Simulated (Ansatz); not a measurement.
in.yaml

```yaml
crystal:
  periodic: [false, false, false]
  atoms:
    - {symbol: B, position_ang: [0.000000, 0.000000, 0.000000]}
    - {symbol: S, position_ang: [0.000000, 0.000000, 1.780000]}
basis:
  gaussian: {orbitals: 6-31G}
magnetization: {spin_polarized: false, initial_magnetization: 1}
correlation: {method: fci, electrons: outside_noble_gas}
```

```sh
$ ansatz run in.yaml --threads 1 --pin off --events-out ev --progress --plain --max-ram 2393MiB
```

Output:

```
445 factors; integrals over basis functions are off by at most 6.8e-8 eV
mean field evaluation 1: about -11483.4516 eV, gradient 1.8e1 eV
mean field evaluation 2: about -11483.4931 eV, gradient 1.8e1 eV
mean field evaluation 4: about -11485.4886 eV, gradient 2.4e0 eV
mean field evaluation 8: about -11485.6918 eV, gradient 1.6e-1 eV
mean field evaluation 16: about -11481.6685 eV, gradient 2.4e1 eV
mean field evaluation 32: about -11484.3791 eV, gradient 2.4e-1 eV
mean field -11485.69250496 eV, -422.0914142752 hartree, gradient 1.9e-6 eV, S^2 0.750000; 4 other end points of the search recorded, 0 dependent functions left out
mean field evaluation 64: about -11485.8368 eV, gradient 2.6e-1 eV
mean field evaluation 96: about -11484.4254 eV, gradient 2.7e-1 eV
determinant -11485.69250496 eV, -422.0914142752 hartree, with singles and doubles -11488.95345677 eV, -422.2112520440 hartree
determinant -11484.38207158 eV, -422.0432567367 hartree, with singles and doubles -11487.07838873 eV, -422.1423445646 hartree
6 core orbitals not correlated: weight in the atoms' cores, before any rotation towards them, 1.000 or more for the frozen orbitals, at most 0.000 for the correlated occupied ones
reference -11485.69250496 eV, -422.0914142752 hartree; 5, 4 occupied and 11, 12 virtual orbitals, 445 factors
state -11489.21391113 eV, -422.2208235651 hartree
Total energy: -11489.21391113 eV, -422.2208235651 hartree
```

Natural occupations: 1.9873 1.9405 1.9126 1.9126 1.0024 0.0885 0.0885 0.0328 0.0088 0.0071 0.0071 0.0049 0.0033 0.0013 0.0013 0.0010.

Ran on 1 thread of Arm Neoverse V2, shared host: 20 s wall, 0.27 GiB peak host memory.
